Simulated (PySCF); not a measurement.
How methods differ on the ionisation energy of C

C [He] 2s2 2p2 (3P) → C⁺ [He] 2s2 2p1 (2P), as a difference of total energies. Calculation: PySCF 2.14, in aug-cc-pwCVDZ (5s4p2d, 27 functions); no relativity, point nucleus. Correlated levels: valence and next inner shell: nothing frozen. The calculations carry no spin-orbit coupling.

| method | ionisation energy (eV) |
| --- | --- |
| UHF | 10.804 |
| MP2 (valence and next inner shell) | 11.147 |
| SCS-MP2 (valence and next inner shell) | 11.028 |
| CCSD (valence and next inner shell) | 11.060 |
| CCSD(T) (valence and next inner shell) | 11.074 |
| CCSDT (valence and next inner shell) | 11.078 |

Errors of the correlated levels include the incompleteness of this basis.

Which method comes closest to the reference value, and which is furthest?

The reference is 11.262 eV (measured; NIST levels, between the centres of gravity of the two terms). Closest: MP2 (valence and next inner shell) (error -0.115 eV); furthest: UHF (error -0.458 eV).
